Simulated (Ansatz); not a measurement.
Born–Oppenheimer molecular dynamics of BFH6Si (9 atoms, charge 0, multiplicity 1). It starts at the highest image of a converged band, a first-order saddle point between two minima.

Computed with RKS B3LYP-D4/def2-SVP (Ansatz).

```yaml
ensemble: NVE (velocity Verlet)
time_step: 0.5 fs
steps_asked: 200
starting_velocities_drawn_for: 100 K
seed: 11638
```

First frame:

```xyz
9
Properties=species:S:1:pos:R:3
B -0.103 -0.255 0.211
H 0.420 0.593 1.073
H 0.822 -0.210 -0.567
F -1.379 0.100 -0.143
Si 0.084 -2.290 0.759
H -0.391 -2.995 -0.466
H 1.513 -2.625 1.025
H -0.745 -2.741 1.915
H 0.141 -0.366 1.457
```

Task: How far do the bonds stretch over the last three quarters of this one trajectory? (Pairs bonded in most of those frames.)

Result: 
```csv
bond,mean (Å),spread (Å),shortest,longest
B1–H3,1.215,0.007,1.20,1.23
B1–F4,1.327,0.014,1.30,1.35
B1–Si5,2.045,0.036,1.99,2.10
H2–H9,0.769,0.036,0.71,0.83
Si5–H6,1.498,0.023,1.46,1.53
Si5–H7,1.495,0.024,1.46,1.53
Si5–H8,1.495,0.002,1.49,1.50
```

Mean temperature of the second half: 573 K. The conserved energy stayed within 0.13 meV per atom of its start (net change 0.09 meV per atom), so the integration is sound. The kinetic energy rose, since the run started high on the potential surface and went downhill. It ends in pieces (BFH4Si + H2), so much of that is their flight and rotation, not heat. A run of 0.1 ps of so small a system gives no equilibrium averages. The orbitals stay closed-shell, which can raise the energy where a bond breaks towards radicals; this wasn't checked here.

The run took 6 min on 1 thread of Arm Neoverse V2, on a shared host, peak memory 0.15 GiB.
